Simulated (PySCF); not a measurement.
Cartesian coordinates in Å; atom numbers follow the order of the lines, from 1:
```xyz
8

C    -0.797    0.041   -0.042
C     0.699   -0.191   -0.016
Cl    1.559    1.295    0.484
H    -1.156    0.329    0.942
H    -1.051    0.829   -0.748
H    -1.298   -0.876   -0.345
H     1.081   -0.454   -1.002
H     0.972   -0.964    0.702
```

PySCF calculation with geometry: GFN2-xTB and shielding tensors at PBE0/pcSseg-1 (GIAO); in vacuum, averaged over atoms made equivalent by symmetry, fast rotation or ring inversion, non-relativistic, a single conformation.

Referencing at the same level of theory: ¹³C (σref 186.93), ¹H (σref 31.72) against TMS; ³⁵Cl (σref 949.78) against HCl.

```tsv
atoms	nucleus	count	δ (ppm)
H7/H8	¹H	2	3.61
H4/H5/H6	¹H	3	?
Cl3	³⁵Cl	1	107
C1	¹³C	1	?
C2	¹³C	1	46.7
```

Problem. Estimate the values marked ?.

Solution. 
- C1: 21.6 ppm, methyl carbon; aliphatic region, no heteroatom directly attached
- H4/H5/H6: 1.43 ppm, hydrogen on a methyl carbon

Carbons that carry Cl, above all several Cl atoms, come out too deshielded, partly because spin–orbit coupling is missing. Shifts are as computed. Against solution values, carbons near 30 ppm lie about +3 ppm off and those near 130 ppm about +5 ppm. Of 246 compounds with measured shifts, 49 miss one by over three times the rms of a fit or turn the order of signals round; such compounds aren't used in these exercises.
